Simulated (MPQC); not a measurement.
**SiH2F− (SMILES F[SiH2-]): a first try and a second**

Aim: the energy of SiH2F− at UBHLYP/6-31++G* (Cartesian functions).

The calculation is run with MPQC 2.3.1.

7 further runs of the same task are left out: 3 that didn't finish, 4 set aside as unsound or not needed.

**1. The system as given**

SiH2F− has 4 atoms, charge -1, and is taken as a singlet. As SMILES, `F[SiH2-]`. The coordinates come from a GFN2-xTB relaxation.

Bond lengths: F1–Si2 1.722 Å, Si2–H3 1.529 Å, Si2–H4 1.529 Å. Angles: F1–Si2–H3 96.1°, F1–Si2–H4 96.1°, H3–Si2–H4 99.3°.

**2. The input as first written**

The input, run.in:

```
% emacs should use -*- KeyVal -*- mode
molecule<Molecule>: (
  symmetry = c1
  unit = angstrom
  { atoms geometry } = {
    F  [ 1.224230     0.690850    -0.383870 ]
    Si [ -0.114010    -0.391590    -0.440070 ]
    H  [ -1.185360     0.658330    -0.143280 ]
    H  [ 0.075140    -0.957590     0.967210 ]
  }
)
basis<GaussianBasisSet>: (
  name = "6-31++G*"
  molecule = $:molecule
)
mpqc: (
  checkpoint = no
  savestate = no
  restart = no
  do_energy = yes
  do_gradient = no
  optimize = no
  mole<UKS>: (
    molecule = $:molecule
    basis = $:basis
    total_charge = -1
    multiplicity = 1
    memory = 1000000000
    print_evals = yes
    print_npa = yes
    maxiter = 63
    functional<SumDenFunctional>: (
      a0 = 0.5
      coefs = [ 0.5 0.5 1 ]
      funcs: [ <SlaterXFunctional>: () <Becke88XFunctional>: () <LYPCFunctional>: () ]
    )
    integrator<RadialAngularIntegrator>: ( grid = medium )
    guess_wavefunction<ExtendedHuckelWfn>: (
      molecule = $:molecule
      total_charge = -1
      multiplicity = 1
      basis<GaussianBasisSet>: (
        name = "STO-3G"
        molecule = $:molecule
      )
    )
  )
```

The run is started by

```sh
$ mpqc run.in > run.out
```

What it wrote:

```text
IPV2::error: syntax error
error occurred at line number 48 (roughly)
in file "<string>"
```

Run time: 0.37 s. Hardware: 1 thread of Intel Xeon at 2.50GHz (Skylake/Cascade Lake), shared host.

**3. Reading the log**

The program refused the input.

The log says `error occurred at line number 48`. What is wrong: unbalanced parenthesis.

**4. The mended input**

The input, input.in:

```
% FH2Si
molecule<Molecule>: (
   symmetry = c1
   unit = angstrom
   { atoms geometry } = {
      F  [ 1.224230     0.690850    -0.383870 ]
      Si [ -0.114010    -0.391590    -0.440070 ]
      H  [ -1.185360     0.658330    -0.143280 ]
      H  [ 0.075140    -0.957590     0.967210 ]
   }
)
basis<GaussianBasisSet>: (
   name = "6-31++G*"
   molecule = $:molecule
)
mpqc: (
   checkpoint = no
   savestate = no
   restart = no
   do_energy = yes
   do_gradient = no
   optimize = no
   mole<UKS>: (
      molecule = $:molecule
      basis = $:basis
      total_charge = -1
      multiplicity = 1
      memory = 1000000000
      print_evals = yes
      print_npa = yes
      maxiter = 100
      functional<SumDenFunctional>: (
         a0 = 0.5
         coefs = [ 0.5 0.5 1 ]
         funcs: [ <SlaterXFunctional>: () <Becke88XFunctional>: () <LYPCFunctional>: () ]
      )
      integrator<RadialAngularIntegrator>: ( grid = medium )
      guess_wavefunction<ExtendedHuckelWfn>: (
         molecule = $:molecule
         total_charge = -1
         multiplicity = 1
         basis<GaussianBasisSet>: (
            name = "STO-3G"
            molecule = $:molecule
         )
      )
   )
)
```

The run is started by

```sh
$ mpqc -o input.out input.in
```

What it wrote:

```text
MPQC: Massively Parallel Quantum Chemistry
[...]
  USCF::init: total charge = -1
[...]
  Integrated electron density error = -0.001357213133
  iter     1 energy = -388.1636404163 delta = 1.77737e-01
  Integrated electron density error = -0.001175222669
  iter     2 energy = -390.2886656112 delta = 6.15206e-02
[...]
  Integrated electron density error = -0.000132949279
  iter    18 energy = -390.5306596089 delta = 6.89772e-06
  Integrated electron density error = -0.000132952304
  iter    19 energy = -390.5306596094 delta = 4.30947e-06
  Integrated electron density error = -0.000132953912
  iter    20 energy = -390.5306596096 delta = 2.50952e-06
  Integrated electron density error = -0.000132954591
  iter    21 energy = -390.5306596072 delta = 1.31416e-06
[...]
  <S^2>      = -0.000000
  total scf energy = -390.5306596072
Value of the MolecularEnergy: -390.5306596072
[...]
        symmetry = c1
[...]
        nbasis = 48
[...]
      nalpha = 13
      nbeta = 13
[...]
```

It took 16 s on 1 thread of Intel Xeon at 2.50GHz (Skylake/Cascade Lake), shared host.

**5. Outcome**

Level: UBHLYP/6-31++G* (Cartesian functions).

| quantity | value |
| --- | --- |
| total energy | -390.53066 Eh |
